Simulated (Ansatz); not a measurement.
**SnH₃, doublet along the distance Sn1-H4**

Starting geometry (PBE0/def2-TZVP stationary point for this spin, not checked as a minimum):

```yaml
atoms:
  - { symbol: Sn, position_ang: [0.0000, 0.0000, -0.0140] }
  - { symbol: H, position_ang: [1.6170, 0.0135, 0.5568] }
  - { symbol: H, position_ang: [-0.8231, 1.3949, 0.5493] }
  - { symbol: H, position_ang: [-0.7994, -1.4090, 0.5484] }
```

From there H4 moves along the line of the two atoms named below, all else staying in place; atoms are numbered as listed. Energies are in kcal/mol, counted from the starting geometry at the same level. Kohn–Sham curves are unrestricted where that lies lower.

Basis def2-SVP with its core potentials; Ansatz 0.2.0. Only valence electrons are correlated (noble-gas cores and the filled d shells of p-block atoms frozen). No spin–orbit coupling is included; scalar relativity enters through the core potentials alone.

Unrestricted Kohn–Sham rows aren't spin-pure: their determinants' ⟨S²⟩ exceeds S(S+1) by up to 0.21, so they mix in states of higher spin. A value is left out where its run failed or describes another state than the reference as far as symmetry and spin tell, or, spin-broken singlets apart, can't be checked.

In so small a basis the reference is far from its limit while semilocal and hybrid functionals are nearer theirs (RPA and double hybrids share much of the reference's basis error), so the functionals' errors here hold much of the reference's basis and frozen-core error, which can add to them or hide them.

Full CI is exact within this basis and frozen core; it isn't the basis-set limit.

| distance Sn1-H4 (Å) | full CI | PBE | PBE0 | B3LYP | wB97M-V | B2PLYP | RPA-PBE |
| --- | --- | --- | --- | --- | --- | --- | --- |
| 1.393 | 28.2 | 27.5 | 26.4 | 27.0 | 25.6 | 26.9 | 28.7 |
| 1.580 | 4.2 | 4.3 | 3.7 | 4.0 | 3.4 | 3.8 | 4.4 |
| 1.715 | 0.0 | 0.0 | 0.0 | 0.0 | 0.0 | 0.0 | 0.0 |
| 1.907 | 3.7 | 3.0 | 4.0 | 3.5 | 4.5 | 4.0 | 3.4 |
| 2.120 | 13.8 | 12.2 | 14.5 | 13.2 | 15.6 | 14.5 | 13.2 |
| 2.382 | 28.1 | 25.7 | 29.6 | 27.2 | 31.4 | 29.8 | 27.4 |
| 2.757 | 44.7 | 42.4 | 46.5 | 43.1 | 48.9 | 46.3 | 45.0 |
| 3.205 | 53.7 | 52.3 | 54.7 | 51.8 | 56.5 | 53.5 | 54.3 |
| 3.824 | 55.1 | 55.1 | – | 54.9 | 58.1 | – | 54.1 |
| 4.686 | 55.0 | 55.4 | 57.1 | 55.4 | 58.1 | 55.5 | 53.7 |
| 5.917 | 55.0 | 55.5 | 57.2 | 55.4 | 58.2 | 55.5 | 53.7 |
